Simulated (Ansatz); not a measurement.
```yaml
atoms:
  - { symbol: H, position_ang: [-1.2400, 2.1477, 0.0000] }
  - { symbol: H, position_ang: [1.2400, -2.1477, 0.0000] }
  - { symbol: C, position_ang: [-0.6950, -1.2038, 0.0000] }
  - { symbol: H, position_ang: [1.2400, 2.1477, 0.0000] }
  - { symbol: C, position_ang: [0.6950, -1.2038, 0.0000] }
  - { symbol: C, position_ang: [1.3900, 0.0000, 0.0000] }
  - { symbol: C, position_ang: [0.6950, 1.2038, 0.0000] }
  - { symbol: H, position_ang: [-2.4800, 0.0000, 0.0000] }
  - { symbol: C, position_ang: [-0.6950, 1.2038, 0.0000] }
  - { symbol: H, position_ang: [-1.2400, -2.1477, 0.0000] }
  - { symbol: H, position_ang: [2.4800, 0.0000, 0.0000] }
  - { symbol: C, position_ang: [-1.3900, 0.0000, 0.0000] }
```

RHF on singlet C₆H₆ was run in several spherical basis sets with Ansatz (development build ahead of 0.2.0).

Task: Rank the basis sets by the total energy that they give, lowest first, with the distance from the lowest.
A. 6-31G
B. STO-3G
C. def2-SVP

Result: A (0.00 eV), C (2.38 eV), B (74.35 eV).

Totals follow the description of the cores as much as that of the bonds, so this order isn't one of quality for chemistry.
